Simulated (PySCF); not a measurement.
Formic anhydride, C₂H₂O₃.
Atom-mapped SMILES: `[O:1]=[CH:2][O:3][CH:4]=[O:5]` (hydrogens: H6 on C2; H7 on C4)

Method: PySCF 2.14.0, density-fitted response routines, TDDFT PBE0/def2-SVPD, vertical, gas phase, core orbitals frozen in the response. One conformer (not necessarily the lowest) at the PBE0-D3(BJ)/def2-SVP geometry, without solvent, vibrations or thermal averaging. Torsions of this conformer, `[O:1]=[CH:2][O:3][CH:4]=[O:5]`: O1–C2–O3–C4 -7°, C2–O3–C4–O5 -6°.

```json
{"state": "S1", "E (eV)": "4.74", "ν̃ (cm⁻¹)": "38250", "f": "0.0022", "main configurations (H = HOMO, L = LUMO)": "H→L (96%)"}
{"state": "S2", "E (eV)": "5.70", "ν̃ (cm⁻¹)": "45930", "f": "0.0000", "main configurations (H = HOMO, L = LUMO)": "H-1→L (73%), H→L+1 (26%)"}
{"state": "S3", "E (eV)": "6.98", "ν̃ (cm⁻¹)": "56290", "f": "0.0000", "main configurations (H = HOMO, L = LUMO)": "H→L+1 (72%), H-1→L (26%)"}
{"state": "S4", "E (eV)": "7.52", "ν̃ (cm⁻¹)": "60620", "f": "0.134", "main configurations (H = HOMO, L = LUMO)": "H-2→L (86%)"}
{"state": "S5", "E (eV)": "7.91", "ν̃ (cm⁻¹)": "63830", "f": "0.0067", "main configurations (H = HOMO, L = LUMO)": "H-1→L+1 (82%), H→L+2 (13%)"}
{"state": "S6", "E (eV)": "8.01", "ν̃ (cm⁻¹)": "64590", "f": "0.0037", "main configurations (H = HOMO, L = LUMO)": "H→L+2 (78%), H-1→L+1 (10%), H-2→L (8%)"}
{"state": "S7", "E (eV)": "8.41", "ν̃ (cm⁻¹)": "67840", "f": "0.0003", "main configurations (H = HOMO, L = LUMO)": "H-3→L (76%), H-4→L (20%)"}
{"state": "S8", "E (eV)": "8.64", "ν̃ (cm⁻¹)": "69690", "f": "0.070", "main configurations (H = HOMO, L = LUMO)": "H→L+3 (87%), H-1→L+2 (11%)"}
{"state": "S9", "E (eV)": "9.13", "ν̃ (cm⁻¹)": "73650", "f": "0.143", "main configurations (H = HOMO, L = LUMO)": "H→L+4 (98%)"}
{"state": "S10", "E (eV)": "9.18", "ν̃ (cm⁻¹)": "74040", "f": "0.0035", "main configurations (H = HOMO, L = LUMO)": "H-2→L+1 (65%), H-4→L (28%)"}
```

Triplets (Tamm–Dancoff): T1 4.22 eV, H→L (93%); T2 5.07 eV, H-1→L (65%), H→L+1 (33%); T3 5.74 eV, H-2→L (88%); T4 6.47 eV, H-2→L+1 (38%), H-4→L (36%), H-3→L (22%).

The lowest singlet comes at 261 nm (458 kJ/mol) in the ultraviolet; it is very weak; its leading configuration is HOMO→LUMO (96%). The most intense listed level is S9 at 9.13 eV (136 nm, f = 0.143), 4.39 eV above S1. Löwdin shares by element: HOMO oxygen 76%, carbon 7% or more (atoms not listed hold the other 17%); LUMO carbon 44%, oxygen 39% or more (atoms not listed hold the other 17%). The listed states span 4.44 eV, and the widest gap between neighbours is 1.28 eV (S2 to S3). Weighted by f, the mean energy of these states is 8.38 eV. Orbital energies (eV): HOMO-3 -11.92, HOMO-2 -10.29, HOMO-1 -9.69, HOMO -8.48, LUMO -1.67, LUMO+1 0.06, LUMO+2 0.62. The vertical ionisation energy (ΔSCF) is 10.84 eV, 1.66 eV above S10. Only the lowest 10 singlets were computed, as vertical energies without vibronic structure.
